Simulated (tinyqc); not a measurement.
Inside a calculation. Method: geometry optimisation on the RHF/sto-3g surface (energies and gradients from PySCF), for CH3+, spin multiplicity 1. Computed by tinyqc, a small Python program that keeps every step (integrals from PySCF). Settings: charge = 1, multiplicity = 1, basis = sto-3g, optimiser = bfgs, first Hessian = 1.0, largest step = 0.3, iteration cap = 30. Command: `OMP_NUM_THREADS=1 python tinyqc.py 29899 29900 out.jsonl` (the two numbers bound the seeds that draw the settings). One thread of a shared host (Intel(R) Xeon(R) Processor @ 2.60GHz), about 0.7 s of CPU time with the checks.

## Step 1: energy and gradient

positions at the start (bohr):
```
            x          y          z
1C   0.060471  -0.096376   0.187083
2H   2.090037  -0.134171   0.119053
3H  -0.873053   1.778232   0.085038
4H  -0.918407  -1.659180  -0.090707
```

Self-consistent energy and analytic gradient at these positions.

energy = -38.75741077 hartree

gradient (hartree/bohr):
```
              x            y            z
1C  -0.04801825  -0.12820060   0.00792453
2H  -0.04245523   0.00367272  -0.00939749
3H   0.00728055  -0.00700817  -0.00992818
4H   0.08319292   0.13153604   0.01140114
```

## Step 1: move

Quasi-Newton step p = -H^(-1) g (first H = 1 times the unit matrix); steps longer than 0.3 bohr are cut back.

positions after step 1 (bohr):
```
            x          y          z
1C   0.108489   0.031825   0.179158
2H   2.132492  -0.137843   0.128450
3H  -0.880334   1.785240   0.094966
4H  -1.001600  -1.790716  -0.102108
```

## Step 2: energy and gradient

As before.

energy = -38.77265132 hartree

gradient (hartree/bohr):
```
              x            y            z
1C   0.02599861   0.06345840   0.02578976
2H  -0.04255559  -0.00360305  -0.00831249
3H   0.02136333  -0.04711395  -0.00713943
4H  -0.00480635  -0.01274140  -0.01033784
```

## Step 2: move

inverse Hessian in use (bohr^2/hartree):
```
            1          2          3          4          5          6          7          8
1    0.969025  -0.077424  -0.021535   0.030673   0.003799   0.005809  -0.017720   0.040576
2   -0.077424   0.807372  -0.058364   0.086556   0.009740   0.016541  -0.048109   0.109100
3   -0.021535  -0.058364   1.007951  -0.028621   0.001411  -0.006173   0.006964  -0.010585
4    0.030673   0.086556  -0.028621   1.078453  -0.001082   0.016499  -0.024470   0.044349
5    0.003799   0.009740   0.001411  -0.001082   0.999600  -0.000164   0.001138  -0.002895
6    0.005809   0.016541  -0.006173   0.016499  -0.000164   1.003460  -0.005268   0.009673
7   -0.017720  -0.048109   0.006964  -0.024470   0.001138  -0.005268   1.006085  -0.009424
8    0.040576   0.109100  -0.010585   0.044349  -0.002895   0.009673  -0.009424   1.012504
9    0.004682   0.013590  -0.006282   0.016144  -0.000062   0.003371  -0.005345   0.010007
10   0.018021   0.038977   0.043191  -0.084657  -0.003856  -0.017040   0.036105  -0.075501
11   0.033048   0.073787   0.067538  -0.129823  -0.006445  -0.026050   0.056394  -0.118709
12   0.011044   0.028233   0.004504  -0.004021  -0.001184  -0.000657   0.003648  -0.009096

            9         10         11         12
1    0.004682   0.018021   0.033048   0.011044
2    0.013590   0.038977   0.073787   0.028233
3   -0.006282   0.043191   0.067538   0.004504
4    0.016144  -0.084657  -0.129823  -0.004021
5   -0.000062  -0.003856  -0.006445  -0.001184
6    0.003371  -0.017040  -0.026050  -0.000657
7   -0.005345   0.036105   0.056394   0.003648
8    0.010007  -0.075501  -0.118709  -0.009096
9    1.003260  -0.015481  -0.023535  -0.000349
10  -0.015481   1.030531   0.040381  -0.010671
11  -0.023535   0.040381   1.051368  -0.017953
12  -0.000349  -0.010671  -0.017953   0.996502
```

Quasi-Newton step p = -H^(-1) g (the inverse Hessian comes from BFGS updates; coordinates in the order x, y, z of each atom); steps longer than 0.3 bohr are cut back.

positions after step 2 (bohr):
```
            x          y          z
1C   0.093078  -0.004352   0.156585
2H   2.173593  -0.135316   0.136623
3H  -0.899127   1.825499   0.102229
4H  -1.008495  -1.797325  -0.094971
```

## Step 3: energy and gradient

As before.

energy = -38.77770798 hartree

gradient (hartree/bohr):
```
              x            y            z
1C   0.00755207   0.01887614   0.02029304
2H  -0.01517730  -0.00282915  -0.00693405
3H   0.00602477  -0.01507097  -0.00655269
4H   0.00160046  -0.00097601  -0.00680630
```

## Step 3: move

inverse Hessian in use (bohr^2/hartree):
```
            1          2          3          4          5          6          7          8
1    0.979413  -0.052298   0.039826  -0.014377  -0.004015  -0.016331  -0.002562   0.002626
2   -0.052298   0.868089   0.086753  -0.021168  -0.008724  -0.035821  -0.011625   0.018084
3    0.039826   0.086753   1.165411  -0.217665  -0.017600  -0.063072   0.085434  -0.186708
4   -0.014377  -0.021168  -0.217665   1.244856   0.022602   0.084740  -0.086046   0.190868
5   -0.004015  -0.008724  -0.017600   0.022602   1.001883   0.006706  -0.008798   0.019290
6   -0.016331  -0.035821  -0.063072   0.084740   0.006706   1.024020  -0.033585   0.073241
7   -0.002562  -0.011625   0.085434  -0.086046  -0.008798  -0.033585   1.027606  -0.062205
8    0.002626   0.018084  -0.186708   0.190868   0.019290   0.073241  -0.062205   1.139884
9   -0.016602  -0.036718  -0.059202   0.081078   0.006307   0.022495  -0.032471   0.070700
10   0.037526   0.085091   0.092406  -0.144433  -0.009788  -0.034824   0.061002  -0.131289
11   0.053687   0.122550   0.117555  -0.192301  -0.012450  -0.044126   0.082628  -0.177259
12  -0.006894  -0.014215  -0.043137   0.051848   0.004587   0.016557  -0.019378   0.042768

            9         10         11         12
1   -0.016602   0.037526   0.053687  -0.006894
2   -0.036718   0.085091   0.122550  -0.014215
3   -0.059202   0.092406   0.117555  -0.043137
4    0.081078  -0.144433  -0.192301   0.051848
5    0.006307  -0.009788  -0.012450   0.004587
6    0.022495  -0.034824  -0.044126   0.016557
7   -0.032471   0.061002   0.082628  -0.019378
8    0.070700  -0.131289  -0.177259   0.042768
9    1.021014  -0.032005  -0.040289   0.015693
10  -0.032005   1.045905   0.055986  -0.025576
11  -0.040289   0.055986   1.067159  -0.033140
12   0.015693  -0.025576  -0.033140   1.010887
```

As before.

positions after step 3 (bohr):
```
            x          y          z
1C   0.085409  -0.022709   0.123163
2H   2.202386  -0.131120   0.148687
3H  -0.909676   1.850731   0.113723
4H  -1.019071  -1.808396  -0.085107
```

## Convergence

Stop when the largest gradient component is below 3e-5 hartree/bohr. The inverse Hessian follows the BFGS update with s = step, y = change of gradient.

Course of the optimisation:
```
step   E (hartree)  largest gradient (hartree/bohr)
1     -38.75741077                         1.32e-01
2     -38.77265132                         6.35e-02
3     -38.77770798                         2.03e-02
4     -38.77903456                         1.17e-02
5     -38.77928723                         6.46e-03
6     -38.77942761                         3.59e-03
7     -38.77946310                         1.31e-03
8     -38.77946991                         7.98e-04
9     -38.77947229                         6.14e-04
10    -38.77947532                         4.84e-04
11    -38.77947657                         3.07e-04
12    -38.77947682                         7.33e-05
13    -38.77947683                         1.07e-05
```

Final distances (angstrom):
```
pair   distance
2H-1C  1.120347
3H-1C  1.120345
3H-2H  1.940478
4H-1C  1.120338
4H-2H  1.940515
4H-3H  1.940482
```

Converged in 13 steps.
